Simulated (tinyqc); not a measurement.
Inside a calculation. Method: CIS on RHF in the sto-3g basis, frozen core, for LiH, spin multiplicity 1. One step of it, computed by the program tinyqc.

Task: Integrals over molecular orbitals. (pq|rs) = sum C_ip C_jq C_kr C_ls (ij|kl), one index at a time.

coefficients C, order 1Li 1s, 1Li 2s, 1Li 2px, 1Li 2py, 1Li 2pz, 2H 1s:
```
[[0.991099, -0.175089, -0.208555, 0.000000, 0.000000, 0.077492],
 [0.031929, 0.445395, 0.801615, 0.000000, 0.000000, -0.746542],
 [0.000000, 0.000000, 0.000000, 0.897948, 0.440101, 0.000000],
 [0.000000, 0.000000, 0.000000, -0.440101, 0.897948, 0.000000],
 [-0.007262, 0.349780, -0.612789, 0.000000, 0.000000, -1.012599],
 [0.007234, 0.543738, -0.133385, 0.000000, 0.000000, 1.241224]]
```

core Hamiltonian H = T + V (hartree), order 1Li 1s, 1Li 2s, 1Li 2px, 1Li 2py, 1Li 2pz, 2H 1s:
```
[[-4.760534, -1.070036, 0.000000, 0.000000, -0.018475, -0.381494],
 [-1.070036, -1.407763, 0.000000, 0.000000, -0.127833, -0.761815],
 [0.000000, 0.000000, -1.146027, 0.000000, 0.000000, 0.000000],
 [0.000000, 0.000000, 0.000000, -1.146027, 0.000000, 0.000000],
 [-0.018475, -0.127833, 0.000000, 0.000000, -1.248750, -0.890910],
 [-0.381494, -0.761815, 0.000000, 0.000000, -0.890910, -1.525462]]
```

Two-electron integrals (ij|kl) in chemists' order, unique and non-zero (hartree):
```
(11|11) 1.680395   (21|11) 0.265420   (21|21) 0.049941   (22|11) 0.397727
(22|21) 0.092860   (22|22) 0.290562   (31|31) 0.008981   (32|31) 0.013788
(32|32) 0.064184   (33|11) 0.396640   (33|21) 0.092880   (33|22) 0.290497
(33|33) 0.312946   (41|41) 0.008981   (42|41) 0.013788   (42|42) 0.064184
(43|43) 0.016869   (44|11) 0.396640   (44|21) 0.092880   (44|22) 0.290497
(44|33) 0.279207   (44|44) 0.312946   (51|51) 0.008981   (52|51) 0.013788
(52|52) 0.064184   (53|53) 0.016869   (54|54) 0.016869   (55|11) 0.396640
(55|21) 0.092880   (55|22) 0.290497   (55|33) 0.279207   (55|44) 0.279207
(55|55) 0.312946   (61|11) 0.089813   (61|21) 0.016967   (61|22) 0.032003
(61|33) 0.031625   (61|44) 0.031625   (61|51) 0.002004   (61|52) 0.003828
(61|55) 0.032775   (61|61) 0.006300   (62|11) 0.168187   (62|21) 0.039530
(62|22) 0.125982   (62|33) 0.120071   (62|44) 0.120071   (62|51) 0.006481
(62|52) 0.035691   (62|55) 0.137673   (62|61) 0.015914   (62|62) 0.084637
(63|31) 0.003579   (63|32) 0.015514   (63|53) 0.005846   (63|63) 0.006933
(64|41) 0.003579   (64|42) 0.015514   (64|54) 0.005846   (64|64) 0.006933
(65|11) 0.196607   (65|21) 0.046788   (65|22) 0.155144   (65|33) 0.144968
(65|44) 0.144968   (65|51) 0.010138   (65|52) 0.054566   (65|55) 0.175298
(65|61) 0.019796   (65|62) 0.115231   (65|65) 0.160057   (66|11) 0.352357
(66|21) 0.084392   (66|22) 0.291097   (66|33) 0.266374   (66|44) 0.266374
(66|51) 0.017084   (66|52) 0.108734   (66|55) 0.340032   (66|61) 0.035969
(66|62) 0.238928   (66|65) 0.339549   (66|66) 0.774606
```

Give: one-electron integrals over orbitals h = C^T H C; Two-electron integrals over orbitals.

Result:

one-electron integrals over orbitals h = C^T H C (hartree):
```
[[-4.751, 0.110, 0.168, 0.000, 0.000, -0.025],
 [0.110, -1.535, 0.036, 0.000, 0.000, -0.085],
 [0.168, 0.036, -1.133, 0.000, 0.000, 0.032],
 [0.000, 0.000, 0.000, -1.146, 0.000, 0.000],
 [0.000, 0.000, 0.000, 0.000, -1.146, 0.000],
 [-0.025, -0.085, 0.032, 0.000, 0.000, -0.932]]
```

Two-electron integrals over orbitals (pq|rs), unique and non-zero (hartree); the lowest 1 orbital is frozen and left out:
```
(22|22) 0.495      (32|22) -0.047     (32|32) 0.012      (33|22) 0.227
(33|32) 0.006      (33|33) 0.339      (42|42) 0.024      (43|42) 0.019
(43|43) 0.041      (44|22) 0.275      (44|32) 4.66e-03   (44|33) 0.282
(44|44) 0.313      (52|52) 0.024      (53|52) 0.019      (53|53) 0.041
(54|54) 0.017      (55|22) 0.275      (55|32) 4.66e-03   (55|33) 0.282
(55|44) 0.279      (55|55) 0.313      (62|22) 0.133      (62|32) -0.033
(62|33) -0.009     (62|44) -0.011     (62|55) -0.011     (62|62) 0.123
(63|22) -0.051     (63|32) 0.008      (63|33) 0.036      (63|44) 1.35e-03
(63|55) 1.35e-03   (63|62) -0.031     (63|63) 0.026      (64|42) -0.020
(64|43) -0.014     (64|64) 0.019      (65|52) -0.020     (65|53) -0.014
(65|65) 0.019      (66|22) 0.458      (66|32) -0.042     (66|33) 0.242
(66|44) 0.269      (66|55) 0.269      (66|62) 0.141      (66|63) -0.044
(66|66) 0.456
```
